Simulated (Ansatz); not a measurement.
# BClH5Si: the cost of one run

Program: Ansatz 0.2.0. Level of theory: UKS BHLYP-D4/6-31G*. These are calculated values, not measurements.

## Step 1: The starting structure

Bond lengths: B1–H3 1.190 Å, B1–Cl4 1.860 Å, Si5–H6 1.460 Å, Si5–H7 1.460 Å, Si5–H8 1.460 Å. Angles: H3–B1–Cl4 120.0°, H6–Si5–H7 109.4°, H6–Si5–H8 109.4°, H7–Si5–H8 109.4°.

Coordinates:

```xyz
8

B     0.0000    0.0000    0.0000
H     0.0000    0.0000    1.4400
H     1.0305    0.0000   -0.5950
Cl   -1.6108    0.0000   -0.9300
Si    0.0000    0.0000    3.2000
H    -0.7436   -1.1581    3.6874
H     1.3747   -0.0649    3.6874
H    -0.6311    1.2230    3.6874
```

## Step 2: A restrained relaxation towards end A

Springs on the bonds that form and break draw the guess towards this end; the thresholds are loose.

File input.yaml:

```yaml
crystal:
  periodic: [false, false, false]
  atoms:
    - { symbol: B, position_ang: [0.0, 0.0, 0.0] }
    - { symbol: H, position_ang: [0.0, 0.0, 1.44] }
    - { symbol: H, position_ang: [1.0305, 0.0, -0.595] }
    - { symbol: Cl, position_ang: [-1.6108, 0.0, -0.93] }
    - { symbol: Si, position_ang: [0.0, 0.0, 3.2] }
    - { symbol: H, position_ang: [-0.7436, -1.1581, 3.6874] }
    - { symbol: H, position_ang: [1.3747, -0.0649, 3.6874] }
    - { symbol: H, position_ang: [-0.6311, 1.223, 3.6874] }
magnetization:
  spin_polarized: true
  initial_magnetization: 1
basis:
  gaussian: { orbitals: "6-31G*" }
hamiltonian:
  xc: { name: BHLYP }
  dispersion: d4
relax:
  f_tol: 0.15
  max_steps: 25
  restrain:
    - { distance: [1, 4], at: 2.66, k: 30.0 }
    - { distance: [0, 1], at: 1.19, k: 30.0 }
output:
  orbitals: {}
```

Run with:

```sh
ansatz run input.yaml --threads 1 --pin off --max-ram 2048MiB --backend cpu --events-out ev --progress --plain --runs-dir out
```

**Question.** How long does this run take on 1 thread of Intel Xeon 6975P-C (Granite Rapids), shared host, and how much memory does it need?

About 14 s, with a peak of 0.17 GiB.
